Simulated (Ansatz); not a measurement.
AlH5S⁻, that is Al(H2S)H3 with one electron more. The state is a doublet with charge -1. Geometry PBE0-D4/def2-TZVP, that of the neutral singlet; atoms count from 1.

```xyz
7

Al    0.015    1.086   -0.094
S    -0.578   -1.375   -0.107
H     0.561   -1.828   -0.656
H    -0.162   -1.661    1.138
H    -0.156    1.292   -1.668
H     1.491    0.966    0.504
H    -1.171    1.520    0.882
```

The highest occupied level of the charge -1 doublet lies above zero (up to 1.47 eV). By energy differences it is unbound by 0.29 eV (vertical, against the charge 0 singlet, at PBE0-D4/def2-TZVPD) and held by the finite basis.

Question: Estimate the Mulliken populations from the PBE0/def2-TZVPD orbitals of Ansatz.

Answer: 
| atom | charge (e) | spin (α − β) |
| --- | --- | --- |
| Al1 | -0.40 | 0.57 |
| S2 | -0.81 | 0.45 |
| H3 | 0.33 | -0.02 |
| H4 | 0.33 | -0.02 |
| H5 | -0.15 | 0.01 |
| H6 | -0.15 | 0.02 |
| H7 | -0.15 | 0.01 |
Mulliken values depend strongly on the basis. With diffuse functions, as here, like atoms can get unlike values, and bond orders can come out too low or too high.

Question: Where does the spin sit?

Answer: Summed by element: Al 0.57, S 0.45, H -0.02, of 1 unpaired in all. Largest on single atoms: Al1 0.57, S2 0.45, H3 -0.02.

Question: And the Mayer bond orders between heavy atoms (over 0.3)?

Answer: Al1–S2 1.05 (2.53 Å).
